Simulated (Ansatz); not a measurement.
## Breaking a bond in HNO2 (nitrous acid)

HNO2: 4 atoms, total charge 0, spin state singlet. SMILES: `O=NO`. The coordinates come from a GFN2-xTB relaxation.

```xyz
4

O     0.4247    0.0457    1.4713
N     0.3193   -0.4114    0.3873
O    -0.3573    0.4159   -0.5054
H    -0.3867   -0.0502   -1.3532
```

The N2–O3 distance is scanned; the parts on either side stay rigid. Basis STO-3G, 3 core orbitals frozen in the correlated methods; program Ansatz 0.2.0. FCI is exact within this basis and core. Energies in eV from each method's value at 1.392 Å; methods without a U are spin-restricted. The shape above is that at 1.392 Å.

| distance (Å) | PBE0 | r2SCAN0 | CCSDT | CCSDT(Q) | FCI |
| --- | --- | --- | --- | --- | --- |
| 1.392 | 0.00 | 0.00 | 0.00 | 0.00 | 0.00 |
| 1.741 | 0.66 | 0.76 | 0.21 | 0.17 | 0.17 |
| 2.089 | 2.35 | 2.52 | 0.93 | 0.87 | 0.86 |
| 2.785 | 4.53 | 4.73 | 1.27 | 1.23 | 1.23 |
| 3.481 | 5.25 | 5.46 | 1.31 | 1.25 | 1.27 |

Departure from the FCI curve at its largest: PBE0 +3.98 eV at 3.48 Å; r2SCAN0 +4.19 eV at 3.48 Å; CCSDT +0.06 eV at 2.09 Å; CCSDT(Q) -0.02 eV at 3.48 Å. Restricted functionals keep the electrons paired too, and rise too high.
